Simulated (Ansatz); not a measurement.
Reaction (isomerisation): `c1cocn1` → `CN=C=C=O`

Gas-phase electronic energies from Ansatz, PBE0-D4/def2-TZVP geometries. CCSD(T)/CBS is the MP2 limit (def2-TZVPP, def2-QZVPP) plus CCSD(T) − MP2 in def2-TZVPP, frozen cores. Functionals use def2-TZVPP.

| level | ΔE (kcal/mol) |
| --- | --- |
| r2SCAN0-D4 | 53.9 |
| r2SCAN | 47.2 |

(1) What does CCSD(T)/CBS give? (Best estimate.)

Largest T1 diagnostic among the species: 0.018.

Results:

(1) Ansatz gave: +51.7 kcal/mol. The listed levels differ from it by 2.2, -4.5 kcal/mol.

Leaving LDA and LC-ωPBE aside and taking each functional with its dispersion term where it has one, the values, not all of them listed here, spread over 18.0 kcal/mol, from BLYP-D4 to PBE-QIDH. LDA lies +11.7 kcal/mol from PBE without D4. The D4 term adds +1.2 kcal/mol with B3LYP and +0.5 kcal/mol with PBE0; it sums over pairs of atoms, weighted by their polarisabilities, and B3LYP, whose exchange is more repulsive, gets the larger term. From r2SCAN to r2SCAN0 (25 % exact exchange), in def2-TZVPP and without D4, ΔE moves by +6.5 kcal/mol.

B3LYP here is the variant with VWN-RPA as its local correlation; programs differ in this.
